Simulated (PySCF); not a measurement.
**UHF/6-311G(d,p) run of Si2H5O (SMILES O[SiH][SiH3])**

What is the vertical ionisation energy of Si2H5O at UHF/6-311G**? Input form: a Python script.

Program for the calculation: PySCF 2.14.0.

## (1) The structure to begin with

Si2H5O: 8 atoms, total charge 0, spin state doublet. As SMILES, `O[SiH][SiH3]`. Geometry: relaxed at PBE0-D4/def2-TZVP. This is one conformer, not always the lowest.

Bond lengths: O1–Si2 1.657 Å, Si2–Si3 2.344 Å, O1–H4 0.959 Å, Si2–H5 1.490 Å, Si3–H6 1.488 Å, Si3–H7 1.491 Å, Si3–H8 1.489 Å. Angles: O1–Si2–Si3 114.2°, O1–Si2–H5 104.7°, Si3–Si2–H5 113.1°, Si2–O1–H4 116.9°, Si2–Si3–H6 108.0°, Si2–Si3–H7 114.5°, Si2–Si3–H8 108.6°, H6–Si3–H7 108.9°, H6–Si3–H8 108.7°, H7–Si3–H8 108.0°.

## (2) A single-point energy at UHF/6-311G(d,p)

Contents of geometry.xyz:

```xyz
8

O     -0.929000     0.938400    -1.717100
Si     0.090400     1.134000    -0.425000
Si     0.314200    -0.774200     0.917600
H     -1.805900     0.598400    -1.530300
H      1.378700     1.582300    -1.024400
H      1.190000    -0.426800     2.069000
H      0.883900    -1.960400     0.216700
H     -1.030200    -1.148700     1.437600
```

Contents of calc.py:

```python
# O[SiH][SiH3]
from pyscf import gto

system = gto.M(
    atom='geometry.xyz',
    max_memory=1860,
    charge=0,
    basis='6-311g**',
    spin=1,
    verbose=3,
)

mf = system.UHF()
mf.conv_tol = 1e-10
mf.kernel()
if not mf.converged:
    mf = mf.newton().run(mf.mo_coeff, mf.mo_occ)

e_final = mf.e_tot
print(f'total energy: {e_final:.8f} hartree')
```

Launch:

```console
OMP_NUM_THREADS=1 python calc.py
```

Output:

```text
converged SCF energy = -655.66284380035  <S^2> = 0.75654556  2S+1 = 2.0065349
total energy: -655.66284380 hartree
```

Run time: 3.6 s. Hardware: 1 thread of Arm Neoverse V1, shared host; peak memory 0.21 GiB.

## (3) The singlet cation

Contents of job.py:

```python
from pyscf import gto

mol = gto.M(
    atom='''
O       -0.929000       0.938400      -1.717100
Si       0.090400       1.134000      -0.425000
Si       0.314200      -0.774200       0.917600
H       -1.805900       0.598400      -1.530300
H        1.378700       1.582300      -1.024400
H        1.190000      -0.426800       2.069000
H        0.883900      -1.960400       0.216700
H       -1.030200      -1.148700       1.437600
''',
    verbose=4,
    basis='6-311g**',
    max_memory=1860,
    charge=1,
)

mf = mol.RHF()
mf.conv_tol = 1e-10
mf.kernel()
if not mf.converged:
    mf = mf.newton().run(mf.mo_coeff, mf.mo_occ)

e_final = mf.e_tot
print('E = %.10f Eh' % e_final)
```

Launch:

```console
OMP_NUM_THREADS=1 python job.py
```

Output:

```text
PySCF version 2.14.0

[INPUT] num. atoms = 8
[INPUT] num. electrons = 40
[INPUT] charge = 1
[INPUT] spin (= nelec alpha-beta = 2S) = 0
[INPUT] symmetry False subgroup None
[INPUT] Mole.unit = angstrom
[INPUT] Symbol           X                Y                Z      unit          X                Y                Z       unit  Magmom
[INPUT]  1 O     -0.929000000000   0.938400000000  -1.717100000000 AA   -1.755555569721   1.773318995292  -3.244848728491 Bohr   0.0
[INPUT]  2 Si     0.090400000000   1.134000000000  -0.425000000000 AA    0.170831241661   2.142949425257  -0.803133602940 Bohr   0.0
[INPUT]  3 Si     0.314200000000  -0.774200000000   0.917600000000 AA    0.593751948338  -1.463025965638   1.734012691901 Bohr   0.0
[INPUT]  4 H     -1.805900000000   0.598400000000  -1.530300000000 AA   -3.412656408352   1.130812112940  -2.891847888422 Bohr   0.0
[INPUT]  5 H      1.378700000000   1.582300000000  -1.024400000000 AA    2.605365407938   2.990113646899  -1.935835442004 Bohr   0.0
[INPUT]  6 H      1.190000000000  -0.426800000000   2.069000000000 AA    2.248774088232  -0.806535109964   3.909843351725 Bohr   0.0
[INPUT]  7 H      0.883900000000  -1.960400000000   0.216700000000 AA    1.670328921503  -3.704619094597   0.409503651193 Bohr   0.0
[INPUT]  8 H     -1.030200000000  -1.148700000000   1.437600000000 AA   -1.946795853527  -2.170728399288   2.716670276675 Bohr   0.0

nuclear repulsion = 142.948479490699
number of shells = 52
number of NR pGTOs = 161
number of NR cGTOs = 100
basis = 6-311g**
ecp = {}

******** <class 'pyscf.scf.hf.RHF'> ********
method = RHF
initial guess = minao
damping factor = 0
level_shift factor = 0
DIIS = <class 'pyscf.scf.diis.CDIIS'>
diis_start_cycle = 1
diis_space = 8
diis_damp = 0
SCF conv_tol = 1e-10
SCF conv_tol_grad = None
SCF max_cycles = 50
direct_scf = True
direct_scf_tol = 1e-13
Set gradient conv threshold to 1e-05
Initial guess from minao.
init E= -655.437716432648
  HOMO = -0.303875175003213  LUMO = -0.103915402467962  gap/eV = 5.44118
cycle= 1 E= -655.280815182482  delta_E= 0.157  |g|= 0.586  |ddm|= 1.99
  HOMO = -0.661510124156161  LUMO = -0.305986743085967  gap/eV = 9.67428
cycle= 2 E= -655.361050276585  delta_E= -0.0802  |g|= 0.36  |ddm|= 0.684
  HOMO = -0.648640233691901  LUMO = -0.262413668423306  gap/eV = 10.50976
cycle= 3 E= -655.38499460424  delta_E= -0.0239  |g|= 0.0743  |ddm|= 0.233
  HOMO = -0.635634973674076  LUMO = -0.240483167628284  gap/eV = 10.75263
cycle= 4 E= -655.386626956658  delta_E= -0.00163  |g|= 0.0161  |ddm|= 0.0751
  HOMO = -0.638741149777184  LUMO = -0.241324002087239  gap/eV = 10.81427
cycle= 5 E= -655.386765379859  delta_E= -0.000138  |g|= 0.00362  |ddm|= 0.0263
  HOMO = -0.639290109063819  LUMO = -0.241625261899912  gap/eV = 10.82101
cycle= 6 E= -655.386777036706  delta_E= -1.17e-05  |g|= 0.00108  |ddm|= 0.00787
  HOMO = -0.639313950632476  LUMO = -0.241578987344795  gap/eV = 10.82292
cycle= 7 E= -655.386778545703  delta_E= -1.51e-06  |g|= 0.000338  |ddm|= 0.00292
  HOMO = -0.639308874470889  LUMO = -0.241540526827194  gap/eV = 10.82383
cycle= 8 E= -655.386778740998  delta_E= -1.95e-07  |g|= 0.000108  |ddm|= 0.00105
  HOMO = -0.639299346211113  LUMO = -0.241537805226372  gap/eV = 10.82364
cycle= 9 E= -655.386778763922  delta_E= -2.29e-08  |g|= 3.51e-05  |ddm|= 0.000349
  HOMO = -0.639299613147158  LUMO = -0.241536635622296  gap/eV = 10.82368
cycle= 10 E= -655.386778766267  delta_E= -2.35e-09  |g|= 1.11e-05  |ddm|= 0.000116
  HOMO = -0.639300343721128  LUMO = -0.241536926048255  gap/eV = 10.82369
cycle= 11 E= -655.386778766451  delta_E= -1.84e-10  |g|= 3.7e-06  |ddm|= 3.28e-05
  HOMO = -0.639300294430193  LUMO = -0.241536673479871  gap/eV = 10.82370
cycle= 12 E= -655.386778766469  delta_E= -1.78e-11  |g|= 1e-06  |ddm|= 1.01e-05
  HOMO = -0.639300320460458  LUMO = -0.241536709721117  gap/eV = 10.82370
Extra cycle  E= -655.386778766463  delta_E= 5.34e-12  |g|= 5.23e-07  |ddm|= 1.42e-06
converged SCF energy = -655.386778766463
E = -655.3867787665 Eh
```

It took 2.4 s on 1 thread of Arm Neoverse V1, shared host; peak memory 0.21 GiB.

## (4) What came out

Level: UHF/6-311G**.

| quantity | value |
| --- | --- |
| doublet Si2H5O: total energy | -655.66284 Eh |
| doublet Si2H5O: dipole moment | 1.53 D |
| doublet Si2H5O: HOMO energy (highest over α and β) | -8.43 eV |
| doublet Si2H5O: LUMO energy (lowest over α and β) | 1.27 eV |
| doublet Si2H5O: ⟨S²⟩ | 0.757 |
| singlet cation: total energy | -655.38678 Eh |
| singlet cation: HOMO energy | -17.40 eV |
| singlet cation: LUMO energy | -6.57 eV |
| singlet cation: HOMO–LUMO gap | 10.82 eV |
| vertical ionisation energy (to the singlet cation) | 7.512 eV |

What this shows: Removing an electron at fixed nuclei costs 7.51 eV (173 kcal/mol). Only the singlet of the ionised species was computed; a triplet could lie lower. Mulliken charges (doublet Si2H5O) run from -0.69 on O1 to +0.60 on Si2.
